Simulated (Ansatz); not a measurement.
Cost against result

Saddle point of CH$_{7}$NSi, closed shell (CH₇NSi ([CH3][SiH2][NH2]) → CH₄Si ([CH2][SiH2]) + NH₃ (still joined by a long Si–N bond); bonds formed: N2–H4; bonds broken: C3–H4; bonds weakened to dative contacts: Si1–N2), PBE0-D4/def2-TZVP structure:

Si1  (-0.811, 0.034, 0.317)
N2  (0.822, 0.999, 0.249)
C3  (-0.093, -1.266, -0.664)
H4  (1.014, 0.000, -0.372)
H5  (-1.783, 1.009, -0.250)
H6  (-1.035, -0.114, 1.781)
H7  (0.861, 1.860, -0.287)
H8  (1.370, 1.097, 1.098)
H9  (0.101, -2.225, -0.185)
H10  (-0.446, -1.393, -1.687)
(Å)

Barriers are electronic and count from the start structure reached by relaxing down the imaginary mode.

Ansatz 0.2.0; basis: as named in each row; cores frozen in the correlated methods. B3LYP uses VWN-RPA correlation. Extrapolation: Hartree–Fock as exp(−7.88 √X), correlation as X^−2.97.

Times are rough, for one single point on 2 threads of a shared host (Arm Neoverse V2).

The estimate by CCSD(T) at an estimated basis limit (MP2 extrapolated from triple and quadruple zeta, plus CCSD(T) − MP2 in triple zeta) is 66.02 kcal/mol.

| method | basis | time (s) | barrier (kcal/mol) | method less estimate |
| --- | --- | --- | --- | --- |
| SPW92 | def2-TZVPP | 1 | 53.66 | -12.36 |
| PBE-D4 | def2-TZVPP | 2 | 57.57 | -8.45 |
| BLYP-D4 | def2-TZVPP | 2 | 60.37 | -5.65 |
| B3LYP-D4 | def2-TZVPP | 2 | 64.36 | -1.66 |
| BHLYP-D4 | def2-TZVPP | 2 | 70.16 | 4.14 |
| PBE0-D4 | def2-TZVPP | 2 | 62.66 | -3.36 |
| CAM-B3LYP-D4 | def2-TZVPP | 2 | 66.69 | 0.67 |
| r2SCAN-D4 | def2-TZVPP | 4 | 62.41 | -3.61 |
| r2SCAN0-D4 | def2-TZVPP | 4 | 65.46 | -0.56 |
| B2PLYP | def2-TZVPP | 4 | 65.49 | -0.53 |
| PBE-QIDH | def2-TZVPP | 5 | 66.07 | 0.05 |
| RPA on PBE | def2-TZVPP | 5 | 65.46 | -0.56 |
| wB97X-V | def2-TZVPP | 7 | 67.33 | 1.31 |
| B97M-V | def2-TZVPP | 8 | 64.65 | -1.37 |
| wB97M-V | def2-TZVPP | 8 | 65.24 | -0.78 |
| MP2 | def2-QZVPP | 17 | 65.23 | -0.79 |
| CCSD(T) | def2-TZVPP | 46 | 65.98 | -0.04 |

All methods are single points on the PBE0-D4 structures.

No T1 diagnostic of these runs exceeds 0.013.

Labels in which every atom is bracketed show which atoms are joined, not bond orders.
